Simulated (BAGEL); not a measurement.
# doublet C3H4ClF+: levels of theory compared

Aim: a comparison of 5 runs (UHF/STO-3G, ROHF/6-31G*, UHF/6-31G*, ROHF/cc-pVDZ, UHF/cc-pVDZ) of doublet C3H4ClF+. 

Program for the calculation: BAGEL 1.2.2.

1 further run of the same task is left out (set aside as unsound or not needed).

## Step 1: Starting point

The species is C3H4ClF+ (9 atoms), meant as a doublet with charge +1. SMILES of the parent species: `C/C(Cl)=C/F`. Geometry: relaxed at PBE0-D4/def2-TZVP. That shape belongs to the parent species and isn't relaxed for this state.

Bond lengths: C1–C2 1.485 Å, C2–Cl3 1.723 Å, C2–C4 1.324 Å, C4–F5 1.329 Å, C1–H6 1.093 Å, C1–H7 1.093 Å, C1–H8 1.092 Å, C4–H9 1.083 Å. Some angles: C1–C2–Cl3 116.4°, C1–C2–C4 123.5°, Cl3–C2–C4 120.1°, C2–C4–F5 123.3°, C2–C1–H6 110.7°, C2–C1–H7 110.7°, C2–C1–H8 110.5°, C2–C4–H9 123.1°, F5–C4–H9 113.6°, H6–C1–H7 107.7°.

## Step 2: The energy at UHF/STO-3G (density fitting with qzvpp-jkfit) (run 1)

The input, input.json:

```json
{ "bagel" : [

{
  "title" : "molecule",
  "basis" : "sto-3g",
  "df_basis" : "qzvpp-jkfit",
  "angstrom" : "true",
  "geometry" : [
    { "atom" : "C", "xyz" : [   -0.262400,   -1.054600,   -0.407800 ] },
    { "atom" : "C", "xyz" : [    0.365700,    0.109200,    0.268100 ] },
    { "atom" : "Cl", "xyz" : [    1.840500,   -0.196100,    1.104900 ] },
    { "atom" : "C", "xyz" : [   -0.148300,    1.329600,    0.251200 ] },
    { "atom" : "F", "xyz" : [    0.417300,    2.368500,    0.857300 ] },
    { "atom" : "H", "xyz" : [   -0.494700,   -1.841200,    0.314300 ] },
    { "atom" : "H", "xyz" : [    0.413700,   -1.478800,   -1.154200 ] },
    { "atom" : "H", "xyz" : [   -1.186400,   -0.753900,   -0.905100 ] },
    { "atom" : "H", "xyz" : [   -1.071600,    1.574900,   -0.259700 ] }
  ]
},
{ "title" : "uhf", "charge" : 1, "nopen" : 1 },
{ "title" : "print", "file" : "orbitals.molden", "orbitals" : "true" }

]}
```

Run with:

```console
$ BAGEL_NUM_THREADS=1 BAGEL input.json > input.out
```

What it wrote:

```text
* using 1 threads per process

  ===============================================================
  ===============================================================

  *** Geometry ***

  { "atom" : "C", "xyz" : [     -0.495864,     -1.992905,     -0.770630 ] },
  { "atom" : "C", "xyz" : [      0.691073,      0.206358,      0.506636 ] },
  { "atom" : "Cl", "xyz" : [      3.478041,     -0.370575,      2.087958 ] },
  { "atom" : "C", "xyz" : [     -0.280246,      2.512580,      0.474699 ] },
  { "atom" : "F", "xyz" : [      0.788583,      4.475816,      1.620062 ] },
  { "atom" : "H", "xyz" : [     -0.934848,     -3.479364,      0.593941 ] },
  { "atom" : "H", "xyz" : [      0.781780,     -2.794527,     -2.181122 ] },
  { "atom" : "H", "xyz" : [     -2.241971,     -1.424665,     -1.710391 ] },
  { "atom" : "H", "xyz" : [     -2.025031,      2.976130,     -0.490762 ] },

  Number of auxiliary basis functions:      502

  Since a DF basis is specified, we compute 2- and 3-index integrals:
    o Being stored without compression. Storage requirement is 0.004 GB

  Number of basis functions:       33
  Number of electrons      :       48

    * METHOD: MOLECULE                             0.17

  *** Open-shell HF ***

  === Nuclear Repulsion ===
   215.4625212528

      * DIIS with orbital gradients will be used.

  === UHF iteration (sto-3g) ===
      0       -666.64814812          0.04472547           0.05
      1       -666.80002075          0.02423218           0.05
      2       -666.83742917          0.01164804           0.05
      3       -666.84797990          0.00123481           0.05
      4       -666.84839379          0.00043441           0.05
      5       -666.84845433          0.00021605           0.05
      6       -666.84849081          0.00007973           0.05
      7       -666.84849589          0.00003271           0.05
      8       -666.84849706          0.00000916           0.05
      9       -666.84849714          0.00000474           0.05
     10       -666.84849716          0.00000323           0.05
     11       -666.84849717          0.00000115           0.05
     12       -666.84849717          0.00000045           0.05
     13       -666.84849717          0.00000015           0.05
     14       -666.84849717          0.00000009           0.05
     15       -666.84849717          0.00000005           0.05
     16       -666.84849717          0.00000002           0.05
     17       -666.84849717          0.00000001           0.05
     18       -666.84849717          0.00000001           0.05
    * SCF iteration converged.

    * S^2 (UHF) is 0.7545

    * Permanent dipole moment:
           (    1.411377,    -0.125048,     0.842131) a.u.

    * METHOD: UHF                                  1.01

    * METHOD: PRINT                                0.00

  ===============================================================
```

Wall time 1.4 s (1 thread of Arm Neoverse V2, shared host).

## Step 3: The energy at ROHF/6-31G(d) (density fitting with qzvpp-jkfit, spherical functions) (run 2)

The input, hf.json:

```json
{ "bagel": [

{
  "title": "molecule",
  "basis": "6-31gs.json",
  "df_basis": "qzvpp-jkfit",
  "angstrom": true,
  "geometry": [
    { "atom": "C", "xyz": [   -0.262400,   -1.054600,   -0.407800 ] },
    { "atom": "C", "xyz": [    0.365700,    0.109200,    0.268100 ] },
    { "atom": "Cl", "xyz": [    1.840500,   -0.196100,    1.104900 ] },
    { "atom": "C", "xyz": [   -0.148300,    1.329600,    0.251200 ] },
    { "atom": "F", "xyz": [    0.417300,    2.368500,    0.857300 ] },
    { "atom": "H", "xyz": [   -0.494700,   -1.841200,    0.314300 ] },
    { "atom": "H", "xyz": [    0.413700,   -1.478800,   -1.154200 ] },
    { "atom": "H", "xyz": [   -1.186400,   -0.753900,   -0.905100 ] },
    { "atom": "H", "xyz": [   -1.071600,    1.574900,   -0.259700 ] }
  ]
},
{
  "title": "rohf",
  "charge": 1,
  "nopen": 1
},
{
  "title": "print",
  "file": "orbitals.molden",
  "orbitals": true
}

]}
```

The basis set 6-31G* is read from a file made from the Basis Set Exchange's data (not shown).

Run with:

```console
$ BAGEL_NUM_THREADS=1 BAGEL hf.json > hf.out
```

What it wrote:

```text
* using 1 threads per process

  ===============================================================
  ===============================================================

  *** Geometry ***

  { "atom" : "C", "xyz" : [     -0.495864,     -1.992905,     -0.770630 ] },
  { "atom" : "C", "xyz" : [      0.691073,      0.206358,      0.506636 ] },
  { "atom" : "Cl", "xyz" : [      3.478041,     -0.370575,      2.087958 ] },
  { "atom" : "C", "xyz" : [     -0.280246,      2.512580,      0.474699 ] },
  { "atom" : "F", "xyz" : [      0.788583,      4.475816,      1.620062 ] },
  { "atom" : "H", "xyz" : [     -0.934848,     -3.479364,      0.593941 ] },
  { "atom" : "H", "xyz" : [      0.781780,     -2.794527,     -2.181122 ] },
  { "atom" : "H", "xyz" : [     -2.241971,     -1.424665,     -1.710391 ] },
  { "atom" : "H", "xyz" : [     -2.025031,      2.976130,     -0.490762 ] },

  Number of auxiliary basis functions:      502

  Since a DF basis is specified, we compute 2- and 3-index integrals:
    o Being stored without compression. Storage requirement is 0.027 GB

  Number of basis functions:       82
  Number of electrons      :       48

    * METHOD: MOLECULE                             0.23

  *** Open-shell HF ***

  === Nuclear Repulsion ===
   215.4625212528

      * DIIS with orbital gradients will be used.

  === ROHF iteration (6-31gs.json) ===
      0       -674.32678512          0.03524802           0.14
      1       -674.43225024          0.02355712           0.14
      2       -674.46526184          0.01640087           0.14
      3       -674.49535921          0.00132423           0.14
      4       -674.49600817          0.00058431           0.14
      5       -674.49619527          0.00028852           0.14
      6       -674.49627626          0.00009284           0.14
      7       -674.49630905          0.00003965           0.14
      8       -674.49631555          0.00002311           0.14
      9       -674.49631725          0.00000710           0.14
     10       -674.49631847          0.00000333           0.14
     11       -674.49631881          0.00000182           0.14
     12       -674.49631876          0.00000073           0.14
     13       -674.49631877          0.00000039           0.14
     14       -674.49631876          0.00000016           0.14
     15       -674.49631876          0.00000010           0.14
     16       -674.49631876          0.00000004           0.14
     17       -674.49631877          0.00000002           0.14
     18       -674.49631877          0.00000001           0.14
    * SCF iteration converged.

    * S^2 (ROHF) is 0.7500

    * Permanent dipole moment:
           (    1.343139,     0.407940,     0.931471) a.u.

    * METHOD: ROHF                                 2.82

    * METHOD: PRINT                                0.01

  ===============================================================
```

It took 3.3 s on 1 thread of Arm Neoverse V2, shared host; peak memory 0.12 GiB.

Runs 3 to 4 aren't shown in full; the table further down has their settings and results.

## Step 4: The energy at UHF/cc-pVDZ (density fitting with qzvpp-jkfit) (run 5)

The input, job.json:

```json
{ "bagel": [

{
  "title": "molecule",
  "basis": "cc-pvdz.json",
  "df_basis": "qzvpp-jkfit",
  "angstrom": "true",
  "geometry": [
    { "atom": "C", "xyz": [   -0.262400,   -1.054600,   -0.407800 ] },
    { "atom": "C", "xyz": [    0.365700,    0.109200,    0.268100 ] },
    { "atom": "Cl", "xyz": [    1.840500,   -0.196100,    1.104900 ] },
    { "atom": "C", "xyz": [   -0.148300,    1.329600,    0.251200 ] },
    { "atom": "F", "xyz": [    0.417300,    2.368500,    0.857300 ] },
    { "atom": "H", "xyz": [   -0.494700,   -1.841200,    0.314300 ] },
    { "atom": "H", "xyz": [    0.413700,   -1.478800,   -1.154200 ] },
    { "atom": "H", "xyz": [   -1.186400,   -0.753900,   -0.905100 ] },
    { "atom": "H", "xyz": [   -1.071600,    1.574900,   -0.259700 ] }
  ]
},
{ "title": "uhf", "charge": 1, "nopen": 1 },
{ "title": "print", "file": "orbitals.molden", "orbitals": "true" }

]}
```

The basis set cc-pVDZ is read from a file made from the Basis Set Exchange's data (not shown).

Run with:

```console
$ BAGEL_NUM_THREADS=1 BAGEL job.json > job.out
```

What it wrote:

```text
* using 1 threads per process

  ===============================================================
  ===============================================================

  *** Geometry ***

  { "atom" : "C", "xyz" : [     -0.495864,     -1.992905,     -0.770630 ] },
  { "atom" : "C", "xyz" : [      0.691073,      0.206358,      0.506636 ] },
  { "atom" : "Cl", "xyz" : [      3.478041,     -0.370575,      2.087958 ] },
  { "atom" : "C", "xyz" : [     -0.280246,      2.512580,      0.474699 ] },
  { "atom" : "F", "xyz" : [      0.788583,      4.475816,      1.620062 ] },
  { "atom" : "H", "xyz" : [     -0.934848,     -3.479364,      0.593941 ] },
  { "atom" : "H", "xyz" : [      0.781780,     -2.794527,     -2.181122 ] },
  { "atom" : "H", "xyz" : [     -2.241971,     -1.424665,     -1.710391 ] },
  { "atom" : "H", "xyz" : [     -2.025031,      2.976130,     -0.490762 ] },

  Number of auxiliary basis functions:      502

  Since a DF basis is specified, we compute 2- and 3-index integrals:
    o Being stored without compression. Storage requirement is 0.035 GB

  Number of basis functions:       94
  Number of electrons      :       48

    * METHOD: MOLECULE                             0.24

  *** Open-shell HF ***

  === Nuclear Repulsion ===
   215.4625212528

      * DIIS with orbital gradients will be used.

  === UHF iteration (cc-pvdz.json) ===
      0       -674.35704463          0.02717251           0.17
      1       -674.47729924          0.01786926           0.17
      2       -674.51057528          0.01178604           0.17
      3       -674.53775643          0.00125684           0.17
      4       -674.53848555          0.00054154           0.17
      5       -674.53861933          0.00022088           0.17
      6       -674.53869553          0.00008107           0.18
      7       -674.53870873          0.00004300           0.18
      8       -674.53871366          0.00002590           0.18
      9       -674.53871587          0.00000804           0.18
     10       -674.53871611          0.00000378           0.18
     11       -674.53871614          0.00000230           0.18
     12       -674.53871616          0.00000140           0.18
     13       -674.53871616          0.00000067           0.18
     14       -674.53871616          0.00000032           0.18
     15       -674.53871616          0.00000020           0.18
     16       -674.53871617          0.00000013           0.18
     17       -674.53871617          0.00000008           0.18
     18       -674.53871617          0.00000005           0.18
     19       -674.53871617          0.00000003           0.18
     20       -674.53871617          0.00000002           0.17
     21       -674.53871617          0.00000001           0.17
     22       -674.53871617          0.00000001           0.17
    * SCF iteration converged.

    * S^2 (UHF) is 0.7573

    * Permanent dipole moment:
           (    1.328216,     0.485044,     0.941264) a.u.

    * METHOD: UHF                                  4.22

    * METHOD: PRINT                                0.01

  ===============================================================
```

Wall time 4.8 s (1 thread of Arm Neoverse V2, shared host); peak memory 0.14 GiB.

## Step 5: The series

| run | level | energy (Eh) | ⟨S²⟩ | wall time |
| --- | --- | --- | --- | --- |
| 1 | UHF/STO-3G (density fitting with qzvpp-jkfit) | -666.848497 | 0.754 | 1.4 s |
| 2 | ROHF/6-31G* (density fitting with qzvpp-jkfit, spherical functions) | -674.496319 | 0.750 | 3.3 s |
| 3 | UHF/6-31G* (density fitting with qzvpp-jkfit, spherical functions) | -674.499089 | 0.756 | 3.6 s |
| 4 | ROHF/cc-pVDZ (density fitting with qzvpp-jkfit) | -674.535774 | 0.750 | 3.9 s |
| 5 | UHF/cc-pVDZ (density fitting with qzvpp-jkfit) | -674.538716 | 0.757 | 4.8 s |

## Step 6: Results

| quantity | value |
| --- | --- |
| run 5: total energy | -674.53872 Eh |
| run 5: ⟨S²⟩ | 0.757 |

**Reading.** In run 1 the basis is minimal, so the values are rough. All runs together took 17 s, the longest 4.8 s.
